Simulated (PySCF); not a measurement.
Gas-phase reaction: Al(OH)3 = Al + 3 OH

Computed with PySCF (xtb for GFN2) and rigid-rotor harmonic-oscillator thermochemistry at 1 bar. † marks an energy on the PBE0/def2-TZVP geometry and frequencies; other levels use their own. MP2 and CCSD(T) freeze the core. 6-31G* has spherical d functions here. Open shells (unrestricted): Al (multiplicity 2), OH (multiplicity 2); the rest are closed-shell singlets. GFN2 has no spin-polarisation term. Spin-orbit splitting is ignored; it lowers the true energy and changes the entropy of Al, OH. B3LYP is the form with VWN-RPA correlation. Al(OH)3: computed as isolated molecules; such fragments, hydroxides, amides, oligomers or adducts are transient or little studied in the gas. MP2 isn't extrapolated to the basis-set limit. CCSD(T) isn't extrapolated to the basis-set limit.

```tsv
level	ΔH°(298 K), kJ
B3LYP/6-31G*	___
CCSD(T)/def2-TZVPP†	___
GFN2-xTB	___
HF/6-31G*	996
HF/def2-TZVP†	1047
MP2/def2-TZVPP†	1496
PBE/def2-SVP	___
PBE/def2-TZVP†	1402
PBE0/def2-QZVP†	1375
LDA/def2-TZVP†	1622
```

Problem. What belongs in the gaps?

Solution. 
- B3LYP/6-31G*, ΔH°(298 K), kJ: 1328
- CCSD(T)/def2-TZVPP†, ΔH°(298 K), kJ: 1392
- GFN2-xTB, ΔH°(298 K), kJ: 2029
- PBE/def2-SVP, ΔH°(298 K), kJ: 1411
